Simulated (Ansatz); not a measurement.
Two isomers of C5H8: A = `CC=C=CC`, B = `C=C1CCC1`.

Calculated with Ansatz (gas phase, PBE0-D4/def2-TZVP geometries, no zero-point term in ΔE). CCSD(T)/CBS is the MP2 limit (def2-TZVPP, def2-QZVPP) plus CCSD(T) − MP2 in def2-TZVPP, frozen cores. Functionals use def2-TZVPP. B3LYP here is the variant with VWN-RPA as its local correlation; programs differ in this.

A:

```xyz
13

C     2.1960   -0.2060    0.8092
C     1.1902    0.7238    0.2027
C    -0.0932    0.5060    0.1579
C    -1.3750    0.2804    0.1106
C    -2.0796   -0.4268   -1.0065
H     2.9361   -0.5170    0.0658
H     1.7154   -1.0979    1.2112
H     2.7423    0.2873    1.6188
H     1.5693    1.6494   -0.2285
H    -1.9891    0.6306    0.9392
H    -1.3782   -0.7336   -1.7825
H    -2.8360    0.2205   -1.4602
H    -2.5984   -1.3168   -0.6378
```

B:

Z-matrix (Å, degrees):
```
C
C 1 1.511
C 1 1.548 2 87.8
H 1 1.091 2 117.4 3 -120.7
H 1 1.094 2 111.9 3 112.8
C 2 1.321 1 133.9 3 157.5
C 2 1.511 1 91.6 3 -14.9
H 3 1.091 1 111.8 2 -98.5
H 3 1.090 1 117.1 2 134.7
H 6 1.085 2 121.3 1 5.1
H 6 1.085 2 121.4 1 -174.6
H 7 1.094 2 111.9 1 -97.9
H 7 1.092 2 117.4 1 135.7
```

Which is lower in electronic energy at CCSD(T)/CBS, and by how much? (An estimate is asked.)

The calculation gave: B, by 3.7 kcal/mol.

Give E(B) − E(A) in kcal/mol with B3LYP-D4, PBE0-D4, CCSD(T)/def2-TZVPP, BLYP-D4, B3LYP, HF/def2-TZVPP, MP2/def2-TZVPP. (Best estimate.)

Ansatz gave: B3LYP-D4 0.0, PBE0-D4 -5.3, CCSD(T)/def2-TZVPP -4.0, BLYP-D4 2.4, B3LYP 1.3, HF/def2-TZVPP -1.1, MP2/def2-TZVPP -5.4. The order is the other way round with BLYP-D4, B3LYP.

Does the order hold for the free energy at 298.15 K (harmonic terms from PBE0-D4)? (An estimate is asked.)

The calculation gave: Yes: G(B) − G(A) = -1.6 kcal/mol.

Largest T1 diagnostic: 0.011.

From PBE to PBE0 (25 % exact exchange), in def2-TZVPP and without D4, E(B) − E(A) moves by −2.8 kcal/mol. Leaving LDA and LC-ωPBE aside and taking each functional with its dispersion term where it has one, the values, not all of them listed here, spread over 9.2 kcal/mol, from PBE-QIDH to BLYP-D4. LDA lies −4.4 kcal/mol from PBE without D4.
